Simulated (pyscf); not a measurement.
**Four-centre exchange: `[F][SiH3]` + `[OH2]` -> `[OH][SiH2][F]` + `[H][H]`**

Gas phase, singlet surface, charge 0. Bonds broken: Si1–H3, O6–H7. Bonds formed: Si1–O6, H3–H7. PySCF, gas phase, ωB97X-D3(BJ)/def2-SVP geometries.

Transition state (Å):

```xyz
8

Si    -0.1428     0.0086    -0.0321
F      1.1207     0.9400     0.4879
H     -1.4821    -1.1237    -0.0110
H     -1.0097     1.0255    -0.6681
H      0.6061    -0.9900    -0.8345
O     -0.5594    -0.4319     1.7262
H     -1.2088    -1.1083     1.1046
H      0.1339    -0.7352     2.3324
```

One imaginary mode, 1292i cm⁻¹; descent along it reached the two sides named.

| bond | change | reactant side (Å) | saddle | product side |
|---|---|---|---|---|
| Si1–H3 | breaks | 1.484 | 1.754 | 4.1 |
| O6–H7 | breaks | 0.965 | 1.125 | 2.550 |
| Si1–O6 | forms | 2.9 | 1.860 | 1.654 |
| H3–H7 | forms | 2.8 | 1.149 | 0.761 |

Electronic energies relative to the separated reactants (eV):

| level | barrier | reaction energy | reverse barrier |
|---|---|---|---|
| ωB97X-D3(BJ)/def2-TZVP | 1.25 | -1.00 | 2.25 |
| PBE/def2-TZVP | 1.03 | -0.94 | 1.98 |
| r²SCAN/def2-TZVP | 1.07 | -1.06 | 2.13 |
| B3LYP-D3(BJ)/def2-TZVP | 1.26 | -1.00 | 2.26 |
| PBE0-D3(BJ)/def2-TZVP | 1.13 | -0.94 | 2.07 |
| M06-2X/def2-TZVP | 1.23 | -1.11 | 2.33 |
| ωB97M-D3(BJ)/def2-TZVP | 1.22 | -0.99 | 2.22 |
| HF/def2-TZVP | 2.01 | -0.92 | 2.93 |

With ωB97M-D3(BJ)/def2-TZVP energies and thermal terms (ideal gas, 1 atm, RRHO with modes under 100 cm⁻¹ raised to 100, one conformer, R ln 2 for chiral ones without a mode under 150 cm⁻¹), in eV:

```
T (K)   ΔH‡   ΔG‡     ΔH     ΔG
-----  ----  ----  -----  -----
298    1.15  1.57  -1.11  -1.06
600    1.15  2.01  -1.06  -1.03
900    1.18  2.43  -1.02  -1.03
1200   1.22  2.84  -0.99  -1.03
```

This is the saddle that the search found; another between the same sides may lie lower.
